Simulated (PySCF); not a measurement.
# C₃H₇NO: electronic structure in real space

Aim: take C₃H₇NO and pull one bond apart with RHF, UHF and CASSCF and analyse its density (charges, bond critical points, surface potential).

Program: PySCF 2.14.0. Level of theory: levels as typed in each script, gas phase, geometry from GFN2-xTB. These are calculated values, not measurements.

## (1) The starting structure

SMILES `CC(=N)CO`, 12 atoms, charge 0, spin multiplicity 1.

Bond lengths: C1–C2 1.500 Å, C1–H6 1.088 Å, C1–H7 1.089 Å, C1–H8 1.088 Å, C2–N3 1.259 Å, C2–C4 1.506 Å, N3–H9 1.016 Å, C4–O5 1.397 Å, C4–H10 1.101 Å, C4–H11 1.100 Å, O5–H12 0.972 Å. Angles: C2–C1–H6 111.0°, C2–C1–H7 109.7°, C2–C1–H8 110.2°, H6–C1–H7 109.0°, H6–C1–H8 109.1°, H7–C1–H8 107.9°, C1–C2–N3 127.3°, C1–C2–C4 116.2°, N3–C2–C4 116.5°, C2–N3–H9 116.2°, C2–C4–O5 112.6°, C2–C4–H10 108.8°, C2–C4–H11 109.0°, O5–C4–H10 109.5°, O5–C4–H11 109.4°, H10–C4–H11 107.4°, C4–O5–H12 105.8°.

As a file:

```xyz
12
charge 0, multiplicity 1
C     1.81510   -0.52886    0.00414
C     0.47248    0.13978   -0.00320
N     0.23589    1.37673   -0.00323
C    -0.72536   -0.77245   -0.00764
O    -1.93338   -0.07072    0.00845
H     2.61640    0.20591   -0.04606
H     1.92890   -1.11449    0.91493
H     1.90051   -1.20776   -0.84221
H     1.04733    1.98787   -0.00082
H    -0.68295   -1.40995   -0.90384
H    -0.67552   -1.43411    0.86983
H    -1.69219    0.87042    0.00338
```

## (2) Stretching a bond (6-31+g*)

input.py reads:

```python
import numpy as np
from pyscf import gto, scf, mcscf

mol = gto.M(atom='''
C      1.81510    -0.52886     0.00414
C      0.47248     0.13978    -0.00320
N      0.23589     1.37673    -0.00323
C     -0.72536    -0.77245    -0.00764
O     -1.93338    -0.07072     0.00845
H      2.61640     0.20591    -0.04606
H      1.92890    -1.11449     0.91493
H      1.90051    -1.20776    -0.84221
H      1.04733     1.98787    -0.00082
H     -0.68295    -1.40995    -0.90384
H     -0.67552    -1.43411     0.86983
H     -1.69219     0.87042     0.00338
''', basis='6-31+g*', charge=0, spin=0, verbose=4)
# stretch the bond between atoms 1 and 6, from long to short, fragments rigid
a, b, move = 0, 5, [5]
xyz = mol.atom_coords(unit='Angstrom')
u = xyz[b] - xyz[a]
r0 = np.linalg.norm(u)
rows, last, dm_u = [], None, None
for r in [3.0, 2.35, 1.93, 1.66, 1.44, 1.28, 1.18, 1.07, 0.98]:
    new = xyz.copy()
    new[move] += u / r0 * (r - r0)
    m = mol.set_geom_(new, unit='Angstrom', inplace=False)
    rhf = scf.RHF(m).density_fit(auxbasis='def2-universal-jkfit').run()
    uhf = scf.UHF(m).density_fit(auxbasis='def2-universal-jkfit').newton()
    if dm_u is None:
        c = rhf.mo_coeff
        h = m.nelectron // 2 - 1
        ca, cb = c.copy(), c.copy()
        ca[:, h], cb[:, h] = (c[:, h] + c[:, h + 1]) / 2**.5, (c[:, h] - c[:, h + 1]) / 2**.5
        dm_u = np.array([x[:, :h + 1] @ x[:, :h + 1].T for x in (ca, cb)])
    uhf.kernel(dm0=dm_u)
    for _ in range(3):
        c, _, stable, _ = uhf.stability(return_status=True)
        if stable:
            break
        uhf.kernel(c, uhf.mo_occ)
    dm_u = uhf.make_rdm1()
    mc = mcscf.CASSCF(rhf, 2, 2)
    mc.natorb = True
    mc.fix_spin_(ss=0)
    guess = mcscf.addons.make_natural_orbitals(uhf)[1] if last is None else mcscf.project_init_guess(mc, last.mo_coeff, last.mol)
    mc.kernel(guess)
    last = mc
    act = slice(mc.ncore, mc.ncore + mc.ncas)
    print('r %.3f  RHF %.6f  UHF %.6f  <S^2> %.3f  CASSCF %.6f  occupations' % (r, rhf.e_tot, uhf.e_tot, uhf.spin_square()[0], mc.e_tot), mc.mo_occ[act].round(4))
    rows.append((new, rhf.e_tot, uhf.e_tot, uhf.spin_square()[0], mc.e_tot, mc.mo_occ[act], mc.mo_coeff[:, act], dm_u[0] - dm_u[1], rhf.converged and uhf.converged and mc.converged))
    np.savez('result.npz', **{k: [row[i] for row in rows] for i, k in enumerate('xyz rhf uhf s2 cas occ c spin ok'.split())})
```

Launch:

```console
OMP_NUM_THREADS=1 python input.py
```

## (4) Density, bond paths and surface potential (PBE/def2-tzvp)

input.py reads:

```python
import numpy as np
from pyscf import gto, scf, dft
from pyscf.scf import atom_ks, atom_hf
from scipy.linalg import block_diag

def solve(mol, dm0=None, hcore=None):
    mf = (dft.UKS if mol.spin else dft.RKS)(mol, xc='pbe')
    mf.grids.level = 3
    mf = mf.density_fit(auxbasis='def2-universal-jkfit')
    mf.conv_tol, mf.max_cycle = 1e-8, 80
    if hcore is not None:
        mf.get_hcore = lambda *args: hcore
    mf.kernel(dm0)
    if not mf.converged:
        mf = mf.newton().run(mf.mo_coeff, mf.mo_occ, max_cycle=30)
    assert mf.converged, 'SCF not converged'
    return mf

mol = gto.M(atom='''
C      1.81510    -0.52886     0.00414
C      0.47248     0.13978    -0.00320
N      0.23589     1.37673    -0.00323
C     -0.72536    -0.77245    -0.00764
O     -1.93338    -0.07072     0.00845
H      2.61640     0.20591    -0.04606
H      1.92890    -1.11449     0.91493
H      1.90051    -1.20776    -0.84221
H      1.04733     1.98787    -0.00082
H     -0.68295    -1.40995    -0.90384
H     -0.67552    -1.43411     0.86983
H     -1.69219     0.87042     0.00338
''', basis='def2-tzvp', charge=0, spin=0, verbose=4)
mf = solve(mol)
mf.analyze()
# spherically averaged free atoms, for the promolecule
atm = atom_ks.get_atm_nrks(mol, xc='pbe')
pro = block_diag(*[(atm[a[0]][2] * atm[a[0]][3]) @ atm[a[0]][2].T for a in mol._atom])
np.savez('result.npz', e=mf.e_tot, c=mf.mo_coeff, occ=mf.mo_occ, eps=mf.mo_energy, pro=pro, dip=mf.dip_moment(verbose=0), s2=mf.spin_square()[0])
```

(Steps that only read results are left out.)

Before running it: what results should come out? Wanted: dipole moment; HOMO, LUMO.

**Answer**, as computed:

| quantity | value |
| --- | --- |
| cost of the stretch to 3.0 Å, CASSCF and RHF (6-31+g*) | 4.3 and 7.3 eV |
| dipole moment (PBE/def2-tzvp) | 3.53 D |
| HOMO, LUMO (PBE/def2-tzvp) | -5.92, -1.25 eV |

What this shows: RHF rises too steeply at long distance, since it keeps both electrons in one orbital and so mixes in ionic fragments. At PBE/def2-tzvp: The highest Hirshfeld charge is on H12 (+0.11 e), the lowest on O5 (−0.23 e). The geometry was not optimised at these levels.
